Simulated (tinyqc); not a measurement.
UHF in the sto-6g basis, for H2O, spin multiplicity 3, step by step. This run ends on a higher stationary point, not on the lowest solution. One step of it, computed by the program tinyqc.

Problem. Iteration 2: diagonalisation and new density. A level shift of 0.2 hartree raises the virtual space: F + shift (S - S D(s) S), with D(s) the density of one spin. Diagonalise F' = X^T F X, C = X C', fill 6 alpha and 4 beta electrons from the bottom; D(s) = C_occ C_occ^T. Each column has its largest component positive (the first on a tie).

F(alpha) (hartree):
```
             1O 1s      1O 2s     1O 2px     1O 2py     1O 2pz      2H 1s      3H 1s
1O 1s   -20.559561  -5.006330   0.000000   0.000000  -0.023291  -1.172617  -1.172617
1O 2s    -5.006330  -2.466197   0.000000   0.000000  -0.096906  -1.027943  -1.027943
1O 2px    0.000000   0.000000  -0.565575   0.000000   0.000000   0.000000   0.000000
1O 2py    0.000000   0.000000   0.000000  -0.654413   0.000000  -0.379805   0.379805
1O 2pz   -0.023291  -0.096906   0.000000   0.000000  -0.475047  -0.320593  -0.320593
2H 1s    -1.172617  -1.027943   0.000000  -0.379805  -0.320593  -0.633816  -0.323498
3H 1s    -1.172617  -1.027943   0.000000   0.379805  -0.320593  -0.323498  -0.633816
```

F(beta) (hartree):
```
             1O 1s      1O 2s    1O 2px     1O 2py     1O 2pz      2H 1s      3H 1s
1O 1s   -20.515107  -4.947718  0.000000   0.000000  -0.025718  -1.160686  -1.160686
1O 2s    -4.947718  -2.218888  0.000000   0.000000  -0.115891  -0.954396  -0.954396
1O 2px    0.000000   0.000000  0.336386   0.000000   0.000000   0.000000   0.000000
1O 2py    0.000000   0.000000  0.000000  -0.371554   0.000000  -0.394874   0.394874
1O 2pz   -0.025718  -0.115891  0.000000   0.000000  -0.423842  -0.293157  -0.293157
2H 1s    -1.160686  -0.954396  0.000000  -0.394874  -0.293157  -0.434186  -0.329491
3H 1s    -1.160686  -0.954396  0.000000   0.394874  -0.293157  -0.329491  -0.434186
```

X:
```
            1O 1s      1O 2s    1O 2px     1O 2py     1O 2pz      2H 1s      3H 1s
1O 1s    1.022827  -0.138447  0.000000   0.000000  -0.008233   0.020070   0.020070
1O 2s   -0.138447   1.241469  0.000000   0.000000   0.096795  -0.294064  -0.294064
1O 2px   0.000000   0.000000  1.000000   0.000000   0.000000   0.000000   0.000000
1O 2py   0.000000   0.000000  0.000000   1.122428   0.000000  -0.237478   0.237478
1O 2pz  -0.008233   0.096795  0.000000   0.000000   1.042472  -0.129430  -0.129430
2H 1s    0.020070  -0.294064  0.000000  -0.237478  -0.129430   1.201158  -0.075036
3H 1s    0.020070  -0.294064  0.000000   0.237478  -0.129430  -0.075036   1.201158
```

D(alpha) after iteration 1:
```
            1O 1s      1O 2s    1O 2px     1O 2py     1O 2pz      2H 1s      3H 1s
1O 1s    1.046232  -0.190083  0.000000   0.000000   0.044795  -0.031837  -0.031837
1O 2s   -0.190083   0.817133  0.000000   0.000000  -0.248809   0.082997   0.082997
1O 2px   0.000000   0.000000  1.000000   0.000000   0.000000   0.000000   0.000000
1O 2py   0.000000   0.000000  0.000000   1.372636   0.000000  -0.569619   0.569619
1O 2pz   0.044795  -0.248809  0.000000   0.000000   0.806257   0.160357   0.160357
2H 1s   -0.031837   0.082997  0.000000  -0.569619   0.160357   0.926417  -0.815047
3H 1s   -0.031837   0.082997  0.000000   0.569619   0.160357  -0.815047   0.926417
```

D(beta) after iteration 1:
```
            1O 1s      1O 2s    1O 2px     1O 2py     1O 2pz      2H 1s      3H 1s
1O 1s    1.044727  -0.180685  0.000000   0.000000   0.040990  -0.036850  -0.036850
1O 2s   -0.180685   0.758908  0.000000   0.000000  -0.219892   0.112305   0.112305
1O 2px   0.000000   0.000000  0.000000   0.000000   0.000000   0.000000   0.000000
1O 2py   0.000000   0.000000  0.000000   0.527989   0.000000   0.234874  -0.234874
1O 2pz   0.040990  -0.219892  0.000000   0.000000   0.856714   0.124645   0.124645
2H 1s   -0.036850   0.112305  0.000000   0.234874   0.124645   0.152320  -0.056645
3H 1s   -0.036850   0.112305  0.000000  -0.234874   0.124645  -0.056645   0.152320
```

overlap S:
```
           1O 1s     1O 2s    1O 2px     1O 2py    1O 2pz     2H 1s      3H 1s
1O 1s   1.000000  0.231145  0.000000   0.000000  0.000000  0.053924   0.053924
1O 2s   0.231145  1.000000  0.000000   0.000000  0.000000  0.468958   0.468958
1O 2px  0.000000  0.000000  1.000000   0.000000  0.000000  0.000000   0.000000
1O 2py  0.000000  0.000000  0.000000   1.000000  0.000000  0.327092  -0.327092
1O 2pz  0.000000  0.000000  0.000000   0.000000  1.000000  0.209644   0.209644
2H 1s   0.053924  0.468958  0.000000   0.327092  0.209644  1.000000   0.211792
3H 1s   0.053924  0.468958  0.000000  -0.327092  0.209644  0.211792   1.000000
```

Give: F' = X^T F X; orbital energies; coefficients C; F' = X^T F X; orbital energies; coefficients C; D(alpha) after iteration 2; D(beta) after iteration 2.

Solution.

F' = X^T F X (alpha) (hartree):
```
          1        2        3        4        5        6        7
1  -20.2231  -2.5366   0.0000   0.0000  -0.0445  -0.1928  -0.1928
2   -2.5366  -1.2755   0.0000   0.0000   0.1345  -0.5615  -0.5615
3    0.0000   0.0000  -0.5656   0.0000   0.0000   0.0000   0.0000
4    0.0000   0.0000   0.0000  -0.4545   0.0000  -0.3184   0.3184
5   -0.0445   0.1345   0.0000   0.0000  -0.3385  -0.3156  -0.3156
6   -0.1928  -0.5615   0.0000  -0.3184  -0.3156  -0.0584   0.0604
7   -0.1928  -0.5615   0.0000   0.3184  -0.3156   0.0604  -0.0584
```

orbital energies (alpha) (hartree): MO1 -20.5637, MO2 -1.3653, MO3 -0.7672, MO4 -0.5656, MO5 -0.5443, MO6 0.1939, MO7 0.6382

coefficients C (alpha):
```
            MO1      MO2      MO3     MO4      MO5      MO6      MO7
1O 1s    0.9962  -0.2288   0.0000  0.0000   0.0746   0.0000  -0.1261
1O 2s    0.0181   0.8729   0.0000  0.0000  -0.4165   0.0000   0.8983
1O 2px   0.0000   0.0000   0.0000  1.0000   0.0000   0.0000   0.0000
1O 2py   0.0000   0.0000   0.7304  0.0000   0.0000   0.9161   0.0000
1O 2pz   0.0030   0.0974   0.0000  0.0000   0.8495   0.0000   0.6313
2H 1s   -0.0044   0.1346   0.3197  0.0000   0.2277  -0.8767  -0.8171
3H 1s   -0.0044   0.1346  -0.3197  0.0000   0.2277   0.8767  -0.8171
```

F' = X^T F X (beta) (hartree):
```
          1        2       3        4        5        6        7
1  -20.1881  -2.5097  0.0000   0.0000  -0.0423  -0.1940  -0.1940
2   -2.5097  -0.9877  0.0000   0.0000   0.1107  -0.5939  -0.5939
3    0.0000   0.0000  0.5364   0.0000   0.0000   0.0000   0.0000
4    0.0000   0.0000  0.0000   0.0069   0.0000  -0.5459   0.5459
5   -0.0423   0.1107  0.0000   0.0000  -0.3028  -0.2997  -0.2997
6   -0.1940  -0.5939  0.0000  -0.5459  -0.2997   0.2886  -0.1118
7   -0.1940  -0.5939  0.0000   0.5459  -0.2997  -0.1118   0.2886
```

orbital energies (beta) (hartree): MO1 -20.5178, MO2 -1.1630, MO3 -0.5929, MO4 -0.4435, MO5 0.5364, MO6 0.8226, MO7 1.0003

coefficients C (beta):
```
            MO1      MO2      MO3      MO4     MO5      MO6      MO7
1O 1s    0.9970  -0.2184   0.0000   0.0778  0.0000  -0.1361   0.0000
1O 2s    0.0144   0.8248   0.0000  -0.3970  0.0000   0.9511   0.0000
1O 2px   0.0000   0.0000   0.0000   0.0000  1.0000   0.0000   0.0000
1O 2py   0.0000   0.0000   0.6802   0.0000  0.0000   0.0000   0.9539
1O 2pz   0.0027   0.1425   0.0000   0.8908  0.0000   0.5619   0.0000
2H 1s   -0.0034   0.1657   0.3662   0.1495  0.0000  -0.8294  -0.8583
3H 1s   -0.0034   0.1657  -0.3662   0.1495  0.0000  -0.8294   0.8583
```

D(alpha) after iteration 2:
```
          1O 1s    1O 2s  1O 2px   1O 2py   1O 2pz    2H 1s    3H 1s
1O 1s    1.0503  -0.2128  0.0000   0.0000   0.0440  -0.0182  -0.0182
1O 2s   -0.2128   0.9357  0.0000   0.0000  -0.2688   0.0225   0.0225
1O 2px   0.0000   0.0000  1.0000   0.0000   0.0000   0.0000   0.0000
1O 2py   0.0000   0.0000  0.0000   1.3726   0.0000  -0.5696   0.5696
1O 2pz   0.0440  -0.2688  0.0000   0.0000   0.7311   0.2066   0.2066
2H 1s   -0.0182   0.0225  0.0000  -0.5696   0.2066   0.9407  -0.8007
3H 1s   -0.0182   0.0225  0.0000   0.5696   0.2066  -0.8007   0.9407
```

D(beta) after iteration 2:
```
          1O 1s    1O 2s  1O 2px   1O 2py   1O 2pz    2H 1s    3H 1s
1O 1s    1.0477  -0.1967  0.0000   0.0000   0.0409  -0.0280  -0.0280
1O 2s   -0.1967   0.8381  0.0000   0.0000  -0.2361   0.0773   0.0773
1O 2px   0.0000   0.0000  0.0000   0.0000   0.0000   0.0000   0.0000
1O 2py   0.0000   0.0000  0.0000   0.4627   0.0000   0.2491  -0.2491
1O 2pz   0.0409  -0.2361  0.0000   0.0000   0.8139   0.1568   0.1568
2H 1s   -0.0280   0.0773  0.0000   0.2491   0.1568   0.1839  -0.0843
3H 1s   -0.0280   0.0773  0.0000  -0.2491   0.1568  -0.0843   0.1839
```
